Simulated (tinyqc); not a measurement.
CIS and TDHF on RHF in the sto-3g basis, for OH-, spin multiplicity 1, step by step. The basis has no diffuse functions, so it cannot describe the extra electron: this is an exercise in the method, not the real anion. One step of it, computed by the program tinyqc.

Task: Integrals over molecular orbitals. (pq|rs) = sum C_ip C_jq C_kr C_ls (ij|kl), one index at a time.

coefficients C:
```
              MO1        MO2        MO3        MO4       MO5        MO6
1O 1s    0.994626  -0.253623   0.071240   0.000000  0.000000  -0.054681
1O 2s    0.022145   0.971955  -0.359380   0.000000  0.000000   0.286012
1O 2px   0.000000   0.000000   0.000000   0.980499  0.196524   0.000000
1O 2py   0.000000   0.000000   0.000000  -0.196524  0.980499   0.000000
1O 2pz   0.001553  -0.006890   0.472805   0.000000  0.000000   0.925569
2H 1s   -0.003557   0.158125   0.783414   0.000000  0.000000  -0.730435
```

core Hamiltonian H = T + V (hartree):
```
             1O 1s      1O 2s     1O 2px     1O 2py     1O 2pz      2H 1s
1O 1s   -32.019516  -7.446780   0.000000   0.000000  -0.008301  -0.748180
1O 2s    -7.446780  -8.647597   0.000000   0.000000  -0.103847  -1.873655
1O 2px    0.000000   0.000000  -6.835385   0.000000   0.000000   0.000000
1O 2py    0.000000   0.000000   0.000000  -6.835385   0.000000   0.000000
1O 2pz   -0.008301  -0.103847   0.000000   0.000000  -6.892280  -1.475915
2H 1s    -0.748180  -1.873655   0.000000   0.000000  -1.475915  -3.671590
```

Two-electron integrals (ij|kl) in chemists' order, unique and non-zero (hartree):
```
(11|11) 4.785065   (21|11) 0.741380   (21|21) 0.136873   (22|11) 1.118947
(22|21) 0.256633   (22|22) 0.817206   (31|31) 0.024477   (32|31) 0.037809
(32|32) 0.180518   (33|11) 1.115814   (33|21) 0.256684   (33|22) 0.817023
(33|33) 0.880159   (41|41) 0.024477   (42|41) 0.037809   (42|42) 0.180518
(43|43) 0.047444   (44|11) 1.115814   (44|21) 0.256684   (44|22) 0.817023
(44|33) 0.785270   (44|44) 0.880159   (51|51) 0.024477   (52|51) 0.037809
(52|52) 0.180518   (53|53) 0.047444   (54|54) 0.047444   (55|11) 1.115814
(55|21) 0.256684   (55|22) 0.817023   (55|33) 0.785270   (55|44) 0.785270
(55|55) 0.880159   (61|11) 0.074565   (61|21) 0.013667   (61|22) 0.025522
(61|33) 0.025476   (61|44) 0.025476   (61|51) 0.000597   (61|52) 0.001135
(61|55) 0.025620   (61|61) 0.001381   (62|11) 0.211878   (62|21) 0.049339
(62|22) 0.177926   (62|33) 0.174734   (62|44) 0.174734   (62|51) 0.003663
(62|52) 0.030050   (62|55) 0.184129   (62|61) 0.005031   (62|62) 0.051286
(63|31) 0.004774   (63|32) 0.029179   (63|53) 0.005966   (63|63) 0.006725
(64|41) 0.004774   (64|42) 0.029179   (64|54) 0.005966   (64|64) 0.006725
(65|11) 0.165987   (65|21) 0.039107   (65|22) 0.150687   (65|33) 0.144171
(65|44) 0.144171   (65|51) 0.007267   (65|52) 0.052702   (65|55) 0.163544
(65|61) 0.004130   (65|62) 0.052909   (65|65) 0.060747   (66|11) 0.400487
(66|21) 0.094711   (66|22) 0.393834   (66|33) 0.379941   (66|44) 0.379941
(66|51) 0.007774   (66|52) 0.090780   (66|55) 0.421209   (66|61) 0.009696
(66|62) 0.154209   (66|65) 0.182093   (66|66) 0.774606
```

Give: one-electron integrals over orbitals h = C^T H C; Two-electron integrals over orbitals.

Result:

one-electron integrals over orbitals h = C^T H C (hartree):
```
         1       2       3       4       5       6
1  -32.003   0.617  -0.167   0.000   0.000   0.130
2    0.617  -7.161   0.643   0.000   0.000  -0.645
3   -0.167   0.643  -4.779   0.000   0.000  -1.581
4    0.000   0.000   0.000  -6.835   0.000   0.000
5    0.000   0.000   0.000   0.000  -6.835   0.000
6    0.130  -0.645  -1.581   0.000   0.000  -5.769
```

Two-electron integrals over orbitals (pq|rs), unique and non-zero (hartree):
```
(11|11) 4.748       (21|11) -0.456      (21|21) 0.069       (22|11) 1.067
(22|21) -0.019      (22|22) 0.750       (31|11) 0.127       (31|21) -0.019
(31|22) 0.006       (31|31) 0.012       (32|11) -0.165      (32|21) 0.005
(32|22) -0.070      (32|31) 0.009       (32|32) 0.107       (33|11) 0.638
(33|21) -4.98e-03   (33|22) 0.538       (33|31) -5.34e-05   (33|32) 0.031
(33|33) 0.612       (41|41) 0.026       (42|41) 0.035       (42|42) 0.162
(43|41) -0.009      (43|42) -0.037      (43|43) 0.025       (44|11) 1.115
(44|21) -0.013      (44|22) 0.778       (44|31) 3.77e-03    (44|32) -0.092
(44|33) 0.518       (44|44) 0.880       (51|51) 0.026       (52|51) 0.035
(52|52) 0.162       (53|51) -0.009      (53|52) -0.037      (53|53) 0.025
(54|54) 0.047       (55|11) 1.115       (55|21) -0.013      (55|22) 0.778
(55|31) 3.77e-03    (55|32) -0.092      (55|33) 0.518       (55|44) 0.785
(55|55) 0.880       (61|11) -0.098      (61|21) 0.015       (61|22) -3.31e-03
(61|31) 0.007       (61|32) 0.020       (61|33) -3.38e-03   (61|44) -2.83e-03
(61|55) -2.83e-03   (61|61) 0.025       (62|11) 0.128       (62|21) -4.02e-03
(62|22) 0.067       (62|31) 0.016       (62|32) 0.059       (62|33) 2.55e-03
(62|44) 0.072       (62|55) 0.072       (62|61) 0.025       (62|62) 0.114
(63|11) 0.314       (63|21) -4.77e-03   (63|22) 0.170       (63|31) -2.08e-03
(63|32) -0.099      (63|33) -0.031      (63|44) 0.186       (63|55) 0.186
(63|61) -0.008      (63|62) 0.014       (63|63) 0.187       (64|41) 0.007
(64|42) 0.027       (64|43) 0.016       (64|64) 0.038       (65|51) 0.007
(65|52) 0.027       (65|53) 0.016       (65|65) 0.038       (66|11) 0.945
(66|21) -0.012      (66|22) 0.677       (66|31) 0.009       (66|32) -3.63e-03
(66|33) 0.595       (66|44) 0.672       (66|55) 0.672       (66|61) 0.008
(66|62) 0.073       (66|63) 0.088       (66|66) 0.704
```
